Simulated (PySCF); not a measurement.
**doublet C4H8O+ at 6 levels**

Aim: a comparison of 6 runs (UHF/STO-3G, U-revPBE/6-31G*, UB2PLYP/6-31G*, UPBE/6-31G*, UPBE0/6-31G*, UCCSD(T)/6-31G*) of doublet C4H8O+. 

Program for the calculation: PySCF 2.14.0.

1 further run of the same task is left out (set aside as unsound or not needed). Runs told in other sessions of the task aren't counted.

**1. The structure to begin with**

C4H8O+: 13 atoms, total charge +1, spin state doublet. SMILES of the parent species: `OC1CCC1`. The shape is that of a GFN2-xTB optimisation. This is one conformer, not always the lowest. That shape belongs to the parent species and isn't relaxed for this state.

Bond lengths: O1–C2 1.402 Å, C2–C3 1.536 Å, C3–C4 1.536 Å, C2–C5 1.544 Å, C4–C5 1.536 Å, O1–H6 0.963 Å, C2–H7 1.099 Å, C3–H8 1.087 Å, C3–H9 1.087 Å, C4–H10 1.088 Å, C4–H11 1.087 Å, C5–H12 1.088 Å, C5–H13 1.088 Å. Some angles: O1–C2–C3 113.5°, O1–C2–C5 117.3°, C3–C2–C5 89.2°, C2–C3–C4 89.4°, C3–C4–C5 89.5°, C2–C5–C4 89.1°, O1–C2–H7 110.5°, C3–C2–H7 112.6°, C5–C2–H7 112.2°, C2–O1–H6 109.1°.

**2. A single-point energy at UHF/STO-3G (run 1)**

File input.xyz:

```xyz
13

O     -1.517960     0.157380     1.346520
C     -0.224180     0.240670     0.812400
C      0.290460    -1.089750     0.243140
C      0.734140    -0.354620    -1.030540
C     -0.074730     0.874030    -0.587590
H     -1.839310     1.045520     1.531960
H      0.466440     0.682730     1.544250
H     -0.536440    -1.774050     0.073230
H      1.064470    -1.591590     0.817510
H      1.804920    -0.164280    -1.053140
H      0.434580    -0.808020    -1.971850
H      0.433170     1.835340    -0.632510
H     -1.035570     0.946640    -1.093380
```

File run.py:

```python
from pyscf import gto

system = gto.Mole()
system.atom = 'input.xyz'
system.verbose = 4
system.charge = 1
system.max_memory = 1860
system.spin = 1
system.basis = 'sto-3g'
system.build()

mf = system.UHF()
mf.conv_tol = 1e-10
mf.kernel()
if not mf.converged:
    mf = mf.newton().run(mf.mo_coeff, mf.mo_occ)

e_final = mf.e_tot
print('Final energy', e_final)
```

On the command line:

```
$ OMP_NUM_THREADS=1 python run.py
```

What it wrote:

```text
<dir> SyntaxWarning: invalid escape sequence '\W'
  S = {(paw_set(r)[0], bool(re.search(r"spin_orbit\W+true|paw_fr", str((r.get("files") or {}).get("input") or "")) or re.search("(?i)spin.orbit\W+(value\W+)?(true|yes)|value\W+spin-orbit", json.dumps(r.get("inputs"), default=str)))) for r in records}

PySCF version 2.14.0

[... 121 lines left out ...]
converged SCF energy = -227.856030903278  <S^2> = 0.75820391  2S+1 = 2.0081872
Final energy -227.85603090327777
```

It took 0.76 s on 1 thread of Intel Xeon 6975P-C (Granite Rapids), shared host; peak memory 0.12 GiB.

**3. A single-point energy at U-revPBE/6-31G(d) (spherical functions) (run 2)**

File run.py:

```python
from pyscf import gto, dft

mol = gto.M(
    atom='''
O       -1.517960       0.157380       1.346520
C       -0.224180       0.240670       0.812400
C        0.290460      -1.089750       0.243140
C        0.734140      -0.354620      -1.030540
C       -0.074730       0.874030      -0.587590
H       -1.839310       1.045520       1.531960
H        0.466440       0.682730       1.544250
H       -0.536440      -1.774050       0.073230
H        1.064470      -1.591590       0.817510
H        1.804920      -0.164280      -1.053140
H        0.434580      -0.808020      -1.971850
H        0.433170       1.835340      -0.632510
H       -1.035570       0.946640      -1.093380
''',
    verbose=3,
    max_memory=1860,
    charge=1,
    basis='6-31g*',
    spin=1,
)

ks = dft.UKS(mol, xc='revpbe')
ks.grids.level = 5
ks.conv_tol = 1e-10
ks.kernel()
if not ks.converged:
    ks = ks.newton().run(ks.mo_coeff, ks.mo_occ)

e_final = ks.e_tot
print(f'total energy: {e_final:.8f} hartree')
```

On the command line:

```
$ OMP_NUM_THREADS=1 python run.py
```

What it wrote:

```text
<dir> SyntaxWarning: invalid escape sequence '\W'
  S = {(paw_set(r)[0], bool(re.search(r"spin_orbit\W+true|paw_fr", str((r.get("files") or {}).get("input") or "")) or re.search("(?i)spin.orbit\W+(value\W+)?(true|yes)|value\W+spin-orbit", json.dumps(r.get("inputs"), default=str)))) for r in records}

converged SCF energy = -232.010408782887  <S^2> = 0.75146185  2S+1 = 2.0014613
total energy: -232.01040878 hartree
```

It took 36 s on 1 thread of Intel Xeon 6975P-C (Granite Rapids), shared host; peak memory 0.46 GiB.

Runs 3 to 5 aren't shown in full; the table further down has their settings and results.

**4. A single-point energy at UCCSD(T)/6-31G(d) (spherical functions) (run 6)**

File calc.py:

```python
from pyscf import gto, cc

system = gto.M(
    atom=[
    ('O', (-1.517960, 0.157380, 1.346520)),
    ('C', (-0.224180, 0.240670, 0.812400)),
    ('C', (0.290460, -1.089750, 0.243140)),
    ('C', (0.734140, -0.354620, -1.030540)),
    ('C', (-0.074730, 0.874030, -0.587590)),
    ('H', (-1.839310, 1.045520, 1.531960)),
    ('H', (0.466440, 0.682730, 1.544250)),
    ('H', (-0.536440, -1.774050, 0.073230)),
    ('H', (1.064470, -1.591590, 0.817510)),
    ('H', (1.804920, -0.164280, -1.053140)),
    ('H', (0.434580, -0.808020, -1.971850)),
    ('H', (0.433170, 1.835340, -0.632510)),
    ('H', (-1.035570, 0.946640, -1.093380)),
],
    verbose=3,
    basis='6-31g*',
    max_memory=1860,
    charge=1,
    spin=1,
)

mf = system.UHF()
mf.conv_tol = 1e-10
mf.kernel()
if not mf.converged:
    mf = mf.newton().run(mf.mo_coeff, mf.mo_occ)

mycc = cc.CCSD(mf, frozen=5)
mycc.kernel()
e_t = mycc.ccsd_t()
e_final = mycc.e_tot + e_t
print('E = %.10f Eh' % e_final)
```

On the command line:

```
$ OMP_NUM_THREADS=1 python calc.py
```

What it wrote:

```text
<dir> SyntaxWarning: invalid escape sequence '\W'
  S = {(paw_set(r)[0], bool(re.search(r"spin_orbit\W+true|paw_fr", str((r.get("files") or {}).get("input") or "")) or re.search("(?i)spin.orbit\W+(value\W+)?(true|yes)|value\W+spin-orbit", json.dumps(r.get("inputs"), default=str)))) for r in records}

converged SCF energy = -230.611672138414  <S^2> = 0.7648799  2S+1 = 2.014825
E(UCCSD) = -231.3309665408244  E_corr = -0.7192944024107129
UCCSD(T) correction = -0.0229539733385648
E = -231.3539205142 Eh
```

Run time: 2.2 min. Hardware: 1 thread of Intel Xeon 6975P-C (Granite Rapids), shared host; peak memory 1.9 GiB.

**5. All runs side by side**

| run | level | integration grid | frozen core orbitals | energy (Eh) | HOMO energy (eV) | LUMO energy (eV) | ⟨S²⟩ | wall time |
| --- | --- | --- | --- | --- | --- | --- | --- | --- |
| 1 | UHF/STO-3G | – | – | -227.856031 | -16.82 | -4.04 | 0.758 | 0.76 s |
| 2 | U-revPBE/6-31G* (spherical functions) | 5 | – | -232.010409 | -13.14 | -12.51 | 0.751 | 36 s |
| 3 | UB2PLYP/6-31G* (spherical functions) | 5 | 5 | -231.794712 | -15.74 | -10.42 | 0.759 | 51 s |
| 4 | UPBE/6-31G* (spherical functions) | 5 | – | -231.781408 | -13.16 | -12.55 | 0.751 | 37 s |
| 5 | UPBE0/6-31G* (spherical functions) | 5 | – | -231.799856 | -14.58 | -11.87 | 0.754 | 41 s |
| 6 | UCCSD(T)/6-31G* (spherical functions) | – | 5 | -231.353921 | -17.50 | -6.63 | 0.765 | 2.2 min |

**6. Results**

| quantity | value |
| --- | --- |
| run 6: total energy | -231.35392 Eh |
| run 6: HOMO energy (Hartree–Fock orbitals) (highest over α and β) | -17.50 eV |
| run 6: LUMO energy (Hartree–Fock orbitals) (lowest over α and β) | -6.63 eV |
| run 6: correlation energy (5 core orbitals frozen) | -742.2 mEh |
| run 6: (T) correction | -22.95 mEh |
| run 6: ⟨S²⟩ of the reference determinant | 0.765 |
| run 6: T1 diagnostic | 0.046 |

What this shows: Totals of different functionals can't be ranked against each other. In run 1 the basis is minimal, so the values are rough. All runs together took 5 min, the longest 2.2 min.
